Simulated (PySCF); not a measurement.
Atomic charges against the basis set

CH5NSi.
Structure used (PBE0-D3(BJ)/def2-SVP), in Å, numbered top down from 1:
```
atom  x, y, z in Å
N1     1.5799   -0.4422   -0.5575
C2     0.7512    0.0709    0.2613
Si3   -1.1045    0.0427   -0.1303
H4     2.5416   -0.3558   -0.2050
H5     1.0716    0.5405    1.2175
H6    -1.8079   -0.8059    0.8815
H7    -1.6509    1.4312   -0.0187
H8    -1.3273   -0.4952   -1.5008
```

PBE0 throughout (PySCF), one geometry, spherical d and f functions. Geometry: PBE0-D3(BJ)/def2-SVP; no solvent, vibrations or thermal averaging. Atoms taken as equivalent share a column and are averaged.

Mulliken charges (e):

```csv
basis,functions,N1,C2,Si3,H4,H5,H6/H7/H8
STO-3G,24,-0.304,-0.138,+0.543,+0.168,+0.059,-0.109
6-31G,41,-0.445,-0.267,+0.544,+0.279,+0.161,-0.091
pcSseg-0,41,-0.542,-0.424,+0.568,+0.302,+0.224,-0.042
6-31G*,56,-0.493,-0.163,+0.356,+0.312,+0.161,-0.057
cc-pVDZ,71,-0.165,-0.116,+0.277,+0.098,+0.034,-0.043
def2-SVP,71,-0.168,-0.210,+0.391,+0.117,+0.057,-0.062
pcSseg-1,83,-0.325,-0.242,+0.519,+0.168,+0.121,-0.080
aug-cc-pVDZ,118,-0.269,+0.273,-0.272,+0.001,-0.259,+0.175
"6-311+G(2d,p)",119,-0.336,-0.189,+0.379,+0.211,+0.099,-0.055
def2-TZVP,129,-0.301,-0.160,+0.195,+0.211,+0.098,-0.014
IGLO-III,164,-0.442,-0.095,+0.740,+0.228,+0.044,-0.159
cc-pVTZ,164,-0.229,-0.108,+0.215,+0.141,+0.062,-0.027
```

IAO charges (e):

```csv
basis,functions,N1,C2,Si3,H4,H5,H6/H7/H8
STO-3G,24,-0.299,-0.275,+0.642,+0.190,+0.101,-0.120
6-31G,41,-0.383,-0.224,+0.449,+0.247,+0.118,-0.069
pcSseg-0,41,-0.363,-0.234,+0.430,+0.240,+0.116,-0.063
6-31G*,56,-0.392,-0.222,+0.574,+0.243,+0.109,-0.104
cc-pVDZ,71,-0.387,-0.222,+0.564,+0.245,+0.108,-0.103
def2-SVP,71,-0.384,-0.223,+0.582,+0.243,+0.106,-0.108
pcSseg-1,83,-0.397,-0.226,+0.589,+0.247,+0.110,-0.107
aug-cc-pVDZ,118,-0.417,-0.216,+0.566,+0.256,+0.115,-0.101
"6-311+G(2d,p)",119,-0.416,-0.225,+0.598,+0.256,+0.115,-0.109
def2-TZVP,129,-0.412,-0.228,+0.607,+0.254,+0.114,-0.112
IGLO-III,164,-0.416,-0.227,+0.606,+0.256,+0.115,-0.111
cc-pVTZ,164,-0.408,-0.226,+0.591,+0.254,+0.114,-0.108
```

Hirshfeld charges (e):

```
        basis  functions      N1      C2     Si3      H4      H5  H6/H7/H8
       STO-3G         24  -0.201  -0.029  +0.359  +0.089  +0.010    -0.076
        6-31G         41  -0.210  -0.038  +0.286  +0.114  +0.041    -0.064
     pcSseg-0         41  -0.206  -0.040  +0.305  +0.111  +0.033    -0.068
       6-31G*         56  -0.208  -0.035  +0.291  +0.113  +0.042    -0.068
      cc-pVDZ         71  -0.198  -0.039  +0.305  +0.110  +0.036    -0.072
     def2-SVP         71  -0.205  -0.037  +0.312  +0.112  +0.036    -0.073
     pcSseg-1         83  -0.211  -0.038  +0.313  +0.111  +0.039    -0.071
  aug-cc-pVDZ        118  -0.213  -0.045  +0.313  +0.108  +0.044    -0.069
6-311+G(2d,p)        119  -0.216  -0.044  +0.316  +0.110  +0.044    -0.070
    def2-TZVP        129  -0.213  -0.043  +0.310  +0.111  +0.043    -0.070
     IGLO-III        164  -0.217  -0.042  +0.309  +0.108  +0.043    -0.067
      cc-pVTZ        164  -0.210  -0.041  +0.307  +0.110  +0.042    -0.070
```

ESP-fitted charges (e):

```json
{"basis": "STO-3G", "functions": "24", "N1": "-0.607", "C2": "+0.283", "Si3": "+0.224", "H4": "+0.298", "H5": "-0.026", "H6/H7/H8": "-0.058"}
{"basis": "6-31G", "functions": "41", "N1": "-0.750", "C2": "+0.296", "Si3": "+0.269", "H4": "+0.403", "H5": "+0.001", "H6/H7/H8": "-0.073"}
{"basis": "pcSseg-0", "functions": "41", "N1": "-0.754", "C2": "+0.266", "Si3": "+0.289", "H4": "+0.408", "H5": "+0.015", "H6/H7/H8": "-0.075"}
{"basis": "6-31G*", "functions": "56", "N1": "-0.647", "C2": "+0.229", "Si3": "+0.242", "H4": "+0.353", "H5": "+0.015", "H6/H7/H8": "-0.064"}
{"basis": "cc-pVDZ", "functions": "71", "N1": "-0.590", "C2": "+0.215", "Si3": "+0.211", "H4": "+0.323", "H5": "+0.010", "H6/H7/H8": "-0.056"}
{"basis": "def2-SVP", "functions": "71", "N1": "-0.626", "C2": "+0.240", "Si3": "+0.234", "H4": "+0.340", "H5": "+0.004", "H6/H7/H8": "-0.064"}
{"basis": "pcSseg-1", "functions": "83", "N1": "-0.663", "C2": "+0.228", "Si3": "+0.317", "H4": "+0.354", "H5": "+0.012", "H6/H7/H8": "-0.082"}
{"basis": "aug-cc-pVDZ", "functions": "118", "N1": "-0.637", "C2": "+0.234", "Si3": "+0.231", "H4": "+0.335", "H5": "+0.015", "H6/H7/H8": "-0.059"}
{"basis": "6-311+G(2d,p)", "functions": "119", "N1": "-0.657", "C2": "+0.235", "Si3": "+0.226", "H4": "+0.349", "H5": "+0.020", "H6/H7/H8": "-0.058"}
{"basis": "def2-TZVP", "functions": "129", "N1": "-0.641", "C2": "+0.234", "Si3": "+0.232", "H4": "+0.341", "H5": "+0.016", "H6/H7/H8": "-0.061"}
{"basis": "IGLO-III", "functions": "164", "N1": "-0.640", "C2": "+0.228", "Si3": "+0.236", "H4": "+0.339", "H5": "+0.019", "H6/H7/H8": "-0.061"}
{"basis": "cc-pVTZ", "functions": "164", "N1": "-0.619", "C2": "+0.217", "Si3": "+0.246", "H4": "+0.331", "H5": "+0.017", "H6/H7/H8": "-0.064"}
```

Some averages cover members that differ in this geometry, most widely: H6/H7/H8, Mulliken in aug-cc-pVDZ +0.148 to +0.220; H6/H7/H8, ESP-fitted in pcSseg-0 -0.093 to -0.044; H6/H7/H8, ESP-fitted in 6-311+G(2d,p) -0.073 to -0.031; H6/H7/H8, ESP-fitted in 6-31G -0.088 to -0.048 e.

Q: Which scheme is steadiest as the basis changes?

A: Largest range over the bases for any column: Hirshfeld 0.07 e, ESP-fitted 0.16 e, IAO 0.21 e, Mulliken 1.01 e. Hirshfeld charges move least and Mulliken charges most, counted in e. Without the minimal STO-3G basis the ranges are Hirshfeld 0.03, ESP-fitted 0.16, IAO 0.18, Mulliken 1.01 e.

Q: What do the same runs give for the total energy, the frontier levels and the dipole moment?

A: 
| basis | energy (Eh) | HOMO (eV) | LUMO (eV) | μ (D) |
| --- | --- | --- | --- | --- |
| STO-3G | -380.5286 | -4.69 | 2.85 | 1.60 |
| 6-31G | -384.9880 | -7.09 | -0.58 | 2.10 |
| pcSseg-0 | -384.4916 | -7.16 | -0.74 | 2.07 |
| 6-31G* | -385.0519 | -7.28 | -0.59 | 1.85 |
| cc-pVDZ | -385.0777 | -7.26 | -0.64 | 1.66 |
| def2-SVP | -384.9132 | -7.30 | -0.75 | 1.76 |
| pcSseg-1 | -385.0554 | -7.45 | -0.86 | 1.84 |
| aug-cc-pVDZ | -385.0885 | -7.52 | -1.04 | 1.81 |
| 6-311+G(2d,p) | -385.1156 | -7.55 | -1.06 | 1.87 |
| def2-TZVP | -385.1227 | -7.50 | -0.99 | 1.81 |
| IGLO-III | -385.1268 | -7.54 | -1.05 | 1.82 |
| cc-pVTZ | -385.1221 | -7.45 | -0.91 | 1.75 |

The dipole is fixed by the density alone, so its range of 0.50 D shows that the density itself changes with the basis, not only its division among atoms.
